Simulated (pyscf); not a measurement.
Insertion: H₂P–In [singlet] + SiH₄ → H₃Si–InH–PH₂

Gas phase, singlet surface, charge 0. Bonds broken: Si5–H6. Bonds formed: In1–Si5, In1–H6. PySCF, gas phase, ωB97X-D3(BJ)/def2-SVP geometries. MP2 and CC: frozen core, UHF for open shells. ΔMP2 is the change of the MP2 total energy from the triple- to the quadruple-zeta basis.

Transition state (Å):

```xyz
9

In    -0.3293     0.0768    -0.4493
P      1.6398     1.2988    -1.3227
H      2.5596     0.5982    -0.4911
H      1.8109     0.4331    -2.4409
Si    -1.6377    -0.4585     1.6501
H     -0.0028     0.5115     1.4715
H     -2.8679    -1.2468     1.2792
H     -0.8637    -1.3661     2.5454
H     -2.1615     0.7794     2.2957
```

One imaginary mode, 434i cm⁻¹; descent along it reached the two sides named, in the forms told below.

| bond | change | reactant side (Å) | saddle | product side |
|---|---|---|---|---|
| Si5–H6 | breaks | 1.493 | 1.909 | 3.8 |
| In1–Si5 | forms | 3.4 | 2.531 | 2.551 |
| In1–H6 | forms | 2.9 | 1.996 | 1.731 |

Electronic energies relative to the separated reactants (kJ/mol):

```tsv
level	barrier	reaction energy	reverse barrier
ωB97X-D3(BJ)/def2-TZVP	122.9	-32.1	155.1
PBE/def2-TZVP	115.5	-1.3	116.8
r²SCAN/def2-TZVP	112.7	-14.0	126.7
B3LYP-D3(BJ)/def2-TZVP	144.6	+13.0	131.6
PBE0-D3(BJ)/def2-TZVP	118.4	-15.8	134.2
M06-2X/def2-TZVP	143.8	+4.2	139.6
ωB97M-D3(BJ)/def2-TZVP	143.5	-3.4	146.9
HF/def2-TZVP	205.0	+19.5	185.5
MP2/def2-QZVPP	135.0	-1.0	136.0
CCSD/def2-TZVPP	149.4	-0.1	149.5
CCSD(T)/def2-TZVPP	137.6	-4.3	141.9
CCSD(T)/def2-TZVPP + ΔMP2(QZVPP)	135.1	-3.5	138.5
```

With CCSD(T)/def2-TZVPP + ΔMP2(QZVPP) energies and thermal terms (ideal gas, 1 atm, RRHO with modes under 100 cm⁻¹ raised to 100, one conformer, R ln 2 for chiral ones without a mode under 150 cm⁻¹), in kJ/mol:

| T (K) | ΔH‡ | ΔG‡ | ΔH | ΔG |
|---|---|---|---|---|
| 298 | 131.8 | 172.7 | -2.5 | +34.8 |
| 600 | 134.4 | 213.2 | +2.8 | +70.6 |
| 900 | 137.8 | 251.9 | +8.5 | +103.3 |
| 1200 | 141.1 | 289.4 | +14.0 | +134.0 |

On the reactant side the descent ends in a complex (not fully relaxed), 25.7 kJ/mol under the separated species and 148.6 kJ/mol under the saddle at ωB97X-D3(BJ)/def2-TZVP. One saddle was located; it need not be the lowest between these sides. The CCSD(T) − MP2 part came from Ansatz, without density fitting, on the same reference. The frozen core leaves the outer d or s,p core shells of the metals and heavy elements correlated in the MP2 and CC values, and def2-TZVPP describes them poorly, which can shift differences by a few kcal/mol. Elements past Kr carry the def2 core potentials, without spin-orbit coupling.
